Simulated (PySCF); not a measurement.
Species: C₄H₇O₂ (doublet state).
Structure used (GFN2-xTB), in Å, numbered top down from 1:
```xyz
13
C4H7O2 angstrom
C      2.0026    1.2232    0.1347
O      0.7267    0.7535    0.2185
C      0.5757   -0.6365    0.1078
C     -0.8930   -1.0452    0.0722
C     -1.8698    0.0766    0.2407
O     -1.2023   -2.1984   -0.0796
H      2.7621    0.6150   -0.3228
H      2.0635    2.2924    0.1270
H      1.0470   -1.1475    0.9623
H      1.0635   -1.0176   -0.8023
H     -1.7016    0.8171   -0.5384
H     -1.6911    0.5674    1.1952
H     -2.8877   -0.2995    0.1935
```

The hyperfine couplings belong to this conformer and change with its torsions.

Identity: `C(O[CH2])C(C)=O` [radical].

Method used: UKS B3LYP, pcH-1 on C H O, non-relativistic, mean-field spin-orbit, GIAO in PySCF. Isolated species at its GFN2-xTB geometry (one conformer only). The geometry wasn't refined by DFT: couplings that depend on bond lengths, twists or pyramidal angles can differ widely from those at the functional's own minimum. Stability of the SCF solution: not tested.

Task: Break the g tensor into its mass correction, gauge correction and orbital-Zeeman/spin–orbit terms.

Result: 
| Δg (ppm) | 1 | 2 | 3 |
| --- | --- | --- | --- |
| relativistic mass correction | -184 | -184 | -184 |
| gauge correction | -1 | 45 | 34 |
| orbital Zeeman/spin–orbit | -18 | 1232 | 2168 |
| total | -204 | 1093 | 2018 |

So g = 2.00212, 2.00341, 2.00434 and g_iso = 2.00329; the tensor is rhombic: the two nearest values differ by 42 % of g3 − g1. Axes: g3 points within 5° of the O2–C3 bond.

Task: What effective moment and Curie constant follow for a powder?

Result: With the mean of g² = 4.0132 and S(S+1) = 0.75: μ_eff = √(⟨g²⟩S(S+1)) = 1.735 μB and χT = 0.12505·⟨g²⟩·S(S+1) = 0.376 cm³ K/mol (cgs; spin-Hamiltonian part alone).

Task: How much does each term add to the isotropic shift?

Result: The orbital-Zeeman/spin–orbit term 1128, the mass correction -184 and the gauge correction 26 ppm, for a total of 969 ppm. The orbital-Zeeman/spin–orbit term is the largest in size. The mass correction is the same along every axis, so the anisotropy comes from the other two: their spans along these axes are 46 (gauge) and 2186 ppm (orbital Zeeman/spin–orbit).

Task: What are the electron Larmor frequencies g μB B/h along the three axes at 1200 mT?

Result: 33.6265, 33.6483, 33.6638 GHz for g1, g2 and g3, a range of 37.3 MHz.

Task: In a frozen sample, at which fields do the three g values resonate at 9.5, 34, 94 and 263 GHz (hyperfine left aside), and which band first spreads them over more than twice a line width of 0.3 mT?

Result: 
```
band    GHz  B(g3) mT  B(g2) mT  B(g1) mT  spread mT
   X    9.5    338.64    338.80    339.02       0.38
   Q   34.0   1211.98   1212.54   1213.33       1.35
   W   94.0   3350.78   3352.32   3354.50       3.72
   J  263.0   9375.04   9379.38   9385.45      10.40
```

The spread grows in proportion to the frequency. Q band is the first where it exceeds 0.6 mT.

Largest spin populations (Mulliken): C1 (+0.93) and O2 (+0.12). No atom but C1 exceeds +0.15. The angles at C1 add up to 354.4°, so it is nearly planar; its axial dipolar tensor and the negative couplings of its protons fit spin in a p orbital normal to that plane.

The HOMO–LUMO gaps are 4.45 eV among the α and 5.75 eV among the β orbitals.
